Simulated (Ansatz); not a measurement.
System: trans-ethylamine, C₂H₇N, charge 0, multiplicity 1. 
Structure (B3LYP-D3(BJ)/def2-TZVP (Ansatz, a first-principles code) minimum search):
```
C
H 1 1.0932
H 1 1.0932 2 106.13
N 1 1.4627 2 107.63 3 115.01
H 4 1.0142 1 110.48 2 64.07
H 4 1.0142 5 106.70 1 -120.14
C 1 1.5281 2 109.64 3 -118.33
H 7 1.0931 1 110.87 2 -62.07
H 7 1.0931 8 107.82 1 121.53
H 7 1.0933 8 107.89 9 116.28
```

Basis-set convergence of Hartree-Fock and MP2 correlation energies (hartree) with Ansatz. Valence correlation only, unless marked. No spin-orbit coupling. No relativistic terms.

| basis | functions | E(HF) | E(corr, MP2) |
|---|---|---|---|
| aug-cc-pVDZ | 132 | -134.27234 | -0.49062 |
| aug-cc-pVTZ | 299 | [?] | [?] |

Complete the blanks.


- aug-cc-pVTZ, E(HF): -134.30619
- aug-cc-pVTZ, E(corr, MP2): -0.58836
